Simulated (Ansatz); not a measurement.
# MgHF (singlet): the correlation ladder at scale of all distances = 1.119, 6-31G

One table from this session's results is given with a row withheld; the runs are named, their logs left out.

Program: Ansatz 0.2.0, Gaussian basis. Level of theory: 6-31G, core rule «outside noble gas», up to 6 orbitals frozen. These are calculated values, not measurements.

To be run: UHF; CCSD(T) on RHF; BCCD(T) on RHF; CISD; CCSDT(Q) on RHF; CISDTQ; CCSDTQ on RHF; CASSCF and MRCISD+Q, 2 electrons in 2 orbitals; CASSCF and NEVPT2, 2 electrons in 2 orbitals; Full CI.

31 further runs of the same task are left out: 13 for a known fault of the program, 13 that didn't finish, 5 set aside as unsound or not needed.

### What is computed

The geometry derives from a PBE0/def2-TZVP stationary point (not a proven minimum). All distances are scaled together.

3 atoms, charge 0, spin multiplicity 1.

Atoms are counted from 1 here; the program's logs count them from 0.

Bond lengths: F1–Mg2 1.965 Å, Mg2–H3 1.889 Å. Angles: F1–Mg2–H3 180.0°.

Set-up of the first run:

in.yaml

```yaml
crystal:
  periodic: [false, false, false]
  atoms:
    - {symbol: F, position_ang: [0.000000, 0.000000, 1.939339]}
    - {symbol: Mg, position_ang: [0.000000, 0.000000, -0.025401]}
    - {symbol: H, position_ang: [0.000000, 0.000000, -1.913938]}
basis:
  gaussian: {orbitals: 6-31G}
magnetization: {spin_polarized: true, initial_magnetization: 0}
hamiltonian: {xc: hf}
output: {orbitals: {seedname: orbitals}}
```

On the command line:

```bash
$ ansatz run in.yaml --threads 1 --pin off --events-out ev --progress --plain --max-ram 2393MiB
```

Steps of the session up to this table: UHF; CCSD(T) on RHF; BCCD(T) on RHF; CISD; CCSDT(Q) on RHF; CISDTQ; CCSDTQ on RHF; CASSCF and MRCISD+Q, 2 electrons in 2 orbitals; CASSCF and NEVPT2, 2 electrons in 2 orbitals; Full CI.

One of the session's tables, all rows but one given; the rest of the session is left out.

```
       method  from FCI (kJ/mol)
          RHF             +422.1
         RMP2              +24.6
         CISD              +29.2
        RCCSD               +6.5
     RCCSD(T)               +1.7
      BCCD(T)               +1.2
       RCCSDT               +1.1
       CISDTQ               +1.2
    RCCSDT(Q)               -0.3
      RCCSDTQ                0.0
  CASSCF pair             +371.1
  NEVPT2 pair                  ?
  MRCISD pair              +20.3
MRCISD+Q pair               +5.6
          FCI                  0
```

Estimate the missing values for NEVPT2 pair.

The run gave: from FCI (kJ/mol): +9.1. In the column «from FCI (kJ/mol)» it lies between RCCSD (+6.5) and MRCISD pair (+20.3).

To keep in mind: RCCSDT(Q) falls below full CI, which methods that aren't variational can do.
